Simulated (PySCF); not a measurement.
nitrogen dioxide (NO2), SMILES [O]N=O, multiplicity 2. Atoms are numbered in the order given.

```xyz
3

O      0.0000     1.0930     0.1396
N      0.0000     0.0000    -0.3192
O      0.0000    -1.0930     0.1396
```
Charge 0, spin multiplicity 2.

The structure is a stationary point at ωB97X-D3(BJ)/def2-TZVP.

Two levels are set side by side: PBE/pcH-1 (PySCF) and B3LYP/pcH-1 (PySCF). Contact hyperfine couplings, same geometry. Differences are taken from unrounded values.

| quantity | B3LYP | PBE | PBE minus B3LYP |
|---|---|---|---|
| A(iso) of 17O, atom O1 (MHz) | -46.4 | -42.3 | 4.0 |
| A(iso) of 14N, atom N2 (MHz) | 147.9 | 147.1 | -0.8 |
| A(iso) of 17O, atom O3 (MHz) | -46.4 | -42.3 | 4.0 |

Rough cost on one machine, each run with all the roots and properties that it gave: B3LYP against PBE within a factor of 2.
